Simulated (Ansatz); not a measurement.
fcc Al was calculated with r²SCAN (Ansatz, a quantum-chemistry and plane-wave program, PAW).

Run with plane-wave cutoff 600 eV, 20×20×20 k mesh, Fermi–Dirac smearing 0.1 eV, finite displacements, scalar-relativistic PAW data made under PBE.

The cell has the measured lattice parameters. Conventional cell: a = 4.0496 Å, b = 4.0496 Å, c = 4.0496 Å, α = 90.00°, β = 90.00°, γ = 90.00°.

Harmonic phonon frequencies (cm⁻¹; i marks an imaginary mode):

```csv
q point,frequencies
X,201 201 319
L,[?]
```

**Question.** Complete the blanks.

**Answer.** 
- L, frequencies: 147 147 320

No imaginary mode appears at these points.

Note: the cell isn't this level's own, so it is under some stress, which shifts stiffness and frequencies.
